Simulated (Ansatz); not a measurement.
A CCSD(T) single point on C$_{3}$H$_{2}$O, SMILES `C#CC=O`.

```yaml
crystal:
  periodic: [false, false, false]
  atoms:
    - {symbol: C, position_ang: [-0.362079, 1.068342, -1.031799]}
    - {symbol: C, position_ang: [-0.096163, 0.205637, -0.238589]}
    - {symbol: C, position_ang: [0.272756, -0.794911, 0.734417]}
    - {symbol: O, position_ang: [-0.319130, -1.829926, 0.889380]}
    - {symbol: H, position_ang: [-0.613264, 1.822432, -1.741530]}
    - {symbol: H, position_ang: [1.159980, -0.535674, 1.342021]}
basis:
  gaussian: {orbitals: def2-SVP}
correlation: {method: ccsd_t}
```

```sh
$ ansatz run in.yaml --threads 2 --pin off --events-out ev --progress --plain
```

Output of Ansatz, abridged:

```
Functional definition: HF
669 factors; integrals over basis functions are off by at most 1.1e-3 eV
mean field evaluation 1: about -5150.6973 eV, gradient 3.5e1 eV
mean field evaluation 2: about -5150.7058 eV, gradient 3.5e1 eV
mean field evaluation 4: about -5153.6287 eV, gradient 3.9e0 eV
mean field evaluation 8: about -5153.6945 eV, gradient 3.0e-1 eV
mean field evaluation 16: about -5153.6767 eV, gradient 1.5e0 eV
mean field -5153.69514646 eV, -189.3948033323 hartree, gradient 2.7e-6 eV, S^2 0.000000; 0 other end points of the search recorded, 0 dependent functions left out; unrestricted orbitals would lower it
4 core orbitals not correlated: weight in the atoms' cores, before any rotation towards them, 1.000 or more for the frozen orbitals, at most 0.000 for the correlated occupied ones
reference -5153.69514646 eV, -189.3948033323 hartree; 10, 10 occupied and 52, 52 virtual orbitals, 669 factors
second order -15.07808148 eV of doubles, -0.00000000 eV of singles
cycle   1  -14.98162423 eV  change    9.6e-2 eV  update   1.1e-1
cycle   2  -15.46575663 eV  change   -4.8e-1 eV  update   3.6e-2
cycle   3  -15.60426681 eV  change   -1.4e-1 eV  update   1.9e-2
cycle   4  -15.60798276 eV  change   -3.7e-3 eV  update   5.8e-3
cycle   5  -15.61059479 eV  change   -2.6e-3 eV  update   2.5e-3
cycle   6  -15.61187819 eV  change   -1.3e-3 eV  update   7.5e-4
cycle   7  -15.61167056 eV  change    2.1e-4 eV  update   2.9e-4
cycle   8  -15.61162169 eV  change    4.9e-5 eV  update   8.9e-5
cycle   9  -15.61161701 eV  change    4.7e-6 eV  update   3.6e-5
cycle  10  -15.61160422 eV  change    1.3e-5 eV  update   1.2e-5
perturbative correction -0.62122446 eV, -0.0228295780 hartree
Total energy: -5169.92797515 eV, -189.9913487837 hartree
```

It took 1.2 s on 2 threads of a server CPU on a shared host, with 0.17 GiB of host memory at the peak.

The correlation energy is -16.233 eV, 3.8 % of it from (T); the T1 diagnostic reads 0.0162.
